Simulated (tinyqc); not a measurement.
Pariser-Parr-Pople SCF with singles CI, for the molecule C=CC=C[CH2+] (SMILES; centres numbered as the heavy atoms are written), step by step. One step of it, computed by the program tinyqc.

Problem. Iteration 2: Fock matrix. F_rr = H_rr + P_rr gamma_rr / 2 + sum_(s != r) P_ss gamma_rs; F_rs = H_rs - P_rs gamma_rs / 2; E = tr P (H + F) / 2 + core repulsion sum_(r<s) z_r z_s gamma_rs.

P after iteration 1, order 1C, 2C, 3C, 4C, 5C:
```
[[0.618494, 0.791466, 0.332835, -0.202933, -0.275815],
 [0.791466, 1.058232, 0.571626, -0.047459, -0.202933],
 [0.332835, 0.571626, 0.646548, 0.571626, 0.332835],
 [-0.202933, -0.047459, 0.571626, 1.058232, 0.791466],
 [-0.275815, -0.202933, 0.332835, 0.791466, 0.618494]]
```

core matrix H (eV), order 1C, 2C, 3C, 4C, 5C:
```
[[-30.490515, -2.390000, 0.000000, 0.000000, 0.000000],
 [-2.390000, -35.178471, -2.390000, 0.000000, 0.000000],
 [0.000000, -2.390000, -36.747958, -2.390000, 0.000000],
 [0.000000, 0.000000, -2.390000, -35.178471, -2.390000],
 [0.000000, 0.000000, 0.000000, -2.390000, -30.490515]]
```

repulsion gamma_rs (eV), order 1C, 2C, 3C, 4C, 5C:
```
[[11.130000, 7.552439, 5.239019, 3.670370, 2.868686],
 [7.552439, 11.130000, 7.554960, 5.240702, 3.670370],
 [5.239019, 7.554960, 11.130000, 7.554960, 5.239019],
 [3.670370, 5.240702, 7.554960, 11.130000, 7.552439],
 [2.868686, 3.670370, 5.239019, 7.552439, 11.130000]]
```

Centres (angstrom, eV; a flat drawing with bonds scaled to 1.40 angstrom):
```
centre          x          y  core charge z          W   gamma_rr
1C      -2.425000  -0.280000              1  11.160000  11.130000
2C      -1.212000   0.420000              1  11.160000  11.130000
3C       0.000000  -0.280000              1  11.160000  11.130000
4C       1.212000   0.420000              1  11.160000  11.130000
5C       2.425000  -0.280000              1  11.160000  11.130000
```

Give: F; pi energy.

Solution.

F (eV), order 1C, 2C, 3C, 4C, 5C:
```
[[-10.011, -5.379, -0.872, 0.372, 0.396],
 [-5.379, -11.918, -4.549, 0.124, 0.372],
 [-0.872, -4.549, -10.680, -4.549, -0.872],
 [0.372, 0.124, -4.549, -11.918, -5.379],
 [0.396, 0.372, -0.872, -5.379, -10.011]]
```

pi energy = -55.155 eV
